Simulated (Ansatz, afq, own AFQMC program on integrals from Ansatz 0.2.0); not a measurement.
# SiGeH2⁺, quartet in cc-pVDZ, levels against CCSDT(Q)

```yaml
atoms:
  - { symbol: Si, position_ang: [0.0000, -0.1395, 1.6714] }
  - { symbol: Ge, position_ang: [0.0000, 0.0566, -0.6618] }
  - { symbol: H, position_ang: [0.0000, 1.2679, 2.2283] }
  - { symbol: H, position_ang: [0.0000, -1.4615, -1.1039] }
```

Connectivity, by distances: SiH–GeH.

Basis cc-pVDZ. Only valence electrons are correlated. Ansatz 0.2.0 and our own AFQMC program on the same integrals; the CISD trial comes from CCSD amplitudes, and released means the phaseless constraint is let go. Free projection: walkers drawn from exp(T), propagated without any constraint. Its projection time is finite, and what remains of the start isn't in its error. Error bars are statistical, one sigma. No spin–orbit coupling.

Determinant: UHF, the one that the program's search chose, which needn't be the lowest solution. The geometry is a PBE0/def2-TZVP stationary point of this or a neighbouring charge and spin state.

No full CI on the walks' own integrals is used here; CCSDT(Q) serves as the reference and is uncertain by about the last step of the cluster series.

Cautions: no relativity below Rb; no spin-orbit coupling; inner d shell frozen; another spin lies lower.

The T1 diagnostic is 0.0251. The weight of the determinant in the CISD state is 0.880, the ⟨S²⟩ of the determinant is 3.758 and the size of the correlated space is 9 electrons in 36 orbitals.

```json
{"level": "MP2", "correlation energy (eV)": "-3.2433"}
{"level": "CCSD", "correlation energy (eV)": "-4.1597"}
{"level": "CCSD(T)", "correlation energy (eV)": "-4.3095"}
```

(1) Estimate where phaseless AFQMC with the Hartree–Fock trial lies against CCSD(T) on the same integrals.

(1) 0.12 ± 1.57 mEh below CCSD(T). The gap is under twice the noise, so this walk alone can't tell the two apart.

Reference: CCSDT(Q), correlation energy -4.364 eV. The released energy is read at 1.62 1/Eh, later times being too noisy (meV from the phaseless value at times in 1/Eh: -2 ± 9 at 0.24, -10 ± 9 at 0.51, -11 ± 11 at 0.99, -4 ± 11 at 1.62, -27 ± 13 at 2.40).

```json
{"level": "CCSD(T)", "E − E(reference) (mEh)": "2.01", "share of correlation (%)": "98.74"}
{"level": "CCSDT", "E − E(reference) (mEh)": "0.31", "share of correlation (%)": "99.81"}
{"level": "ph-AFQMC/HF", "E − E(reference) (mEh)": "1.90 ± 1.57", "share of correlation (%)": "98.82"}
{"level": "ph-AFQMC/CISD", "E − E(reference) (mEh)": "0.88 ± 0.24", "share of correlation (%)": "99.45"}
{"level": "released AFQMC", "E − E(reference) (mEh)": "0.72 ± 0.40", "share of correlation (%)": "99.55"}
{"level": "free AFQMC", "E − E(reference) (mEh)": "-0.79 ± 0.46", "share of correlation (%)": "100.49"}
```

Free projections are given only where their last times agree within the noise and don't stop above the reference; a slow remainder of the start can still hide under it. A walk keeps the symmetry of its determinant, which the program's search chose and which needn't be the lowest solution, so a lower state of the same spin and another symmetry isn't excluded. Released energies are given only where the last usable release times agree within the noise; a slower fall can still hide under it.
